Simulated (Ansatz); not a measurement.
input.yaml

```yaml
crystal:
  periodic: [false, false, false]
  atoms:
    - { symbol: B, position_ang: [0.412743, -0.191858, -0.738847] }
    - { symbol: C, position_ang: [0.780579, -0.02169, 1.337219] }
    - { symbol: H, position_ang: [-0.017298, -0.685557, 1.692271] }
    - { symbol: H, position_ang: [1.725907, -0.245829, 1.853744] }
    - { symbol: H, position_ang: [0.523818, 1.039231, 1.451837] }
    - { symbol: H, position_ang: [1.350243, -0.314033, 0.153805] }
    - { symbol: C, position_ang: [-1.11399, 0.092603, -0.666027] }
    - { symbol: H, position_ang: [-1.576828, -0.853912, -0.320625] }
    - { symbol: H, position_ang: [-1.434153, 0.881987, 0.035202] }
    - { symbol: H, position_ang: [-1.527119, 0.299058, -1.66398] }
basis:
  gaussian: { orbitals: def2-SVP }
hamiltonian:
  xc: pbe0
phonons: {}
```

Run as:

```bash
$ ansatz run input.yaml --threads 1 --pin off --max-ram 2048MiB --backend cpu --events-out ev --progress --plain --runs-dir out
```

Hardware: 1 thread of Intel(R) Xeon(R) 6975P-C (Granite Rapids), on a shared host.

Task: Roughly how long does this run take, and how much memory?

Result: 54 s, with a peak of 0.17 GiB, for 0 ionic steps.
